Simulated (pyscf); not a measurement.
Single points on ωB97X-D3(BJ)/def2-SVP structures (PySCF, gas phase).

### Question
For the elementary gas-phase step CH₄ (SMILES C) + HS–Zn–SH (SMILES [SH][Zn][SH]) -> H₃C–Zn–SH (SMILES [CH3][Zn][SH]) + H₂S (SMILES S) (singlet surface; C–H, S–Zn broken, C–Zn, H–S formed), what barrier and reaction energy does ωB97M-D3(BJ)/def2-TZVP give, measured from the separated reactants?

### Answer
ΔE‡ = 46.4 kcal/mol, ΔE = +26.6 kcal/mol. Zero-point energy shifts the barrier by -1.9 kcal/mol. It is a four-centre exchange, with an imaginary mode of 1351i cm⁻¹. On the product side the descent ends in a complex, 7.0 kcal/mol under the separated species and 23.9 kcal/mol under the saddle at ωB97X-D3(BJ)/def2-TZVP. One saddle was located; it need not be the lowest between these sides. Elements up to Kr have no core potential and no relativistic terms here.
